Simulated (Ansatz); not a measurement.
Results of BLYP (plane waves, PAW; Ansatz, a quantum-chemistry and plane-wave program) for grey tin (α-Sn).

Settings: plane-wave cutoff 520 eV, 10×10×10 k mesh, Fermi–Dirac smearing 0.01 eV, scalar-relativistic PAW data made under PBE.

Computed at the level's own relaxed cell.

Q: What does this level give for the equilibrium volume per atom, width of the whole s-p valence band and lattice parameter a?

A: 
* **equilibrium volume per atom**: 39.53 Å³/atom
* **width of the whole s-p valence band**: 9.85 eV
* **lattice parameter a**: 6.813 Å

The run finds no gap.

Measured, for comparison: equilibrium volume per atom 33.97 Å³/atom, lattice constant a 6.477 Å (static lattice: zero-point anharmonic expansion removed; as tabulated in Mejia-Rodriguez and Trickey (2018), arXiv:1807.09216). Computed (rounded) less measured: equilibrium volume per atom +16.4 %, lattice constant a +5.2 %.

Note: the cell is over a tenth larger than the published one: the level's own overestimate first of all, though another phase or state, or a fault of the published cell, is possible.

Spin–orbit coupling is not included; it can open a gap where bands touch, and shift volumes and moduli.

It cost around 50 core-seconds (rough) of CPU time.
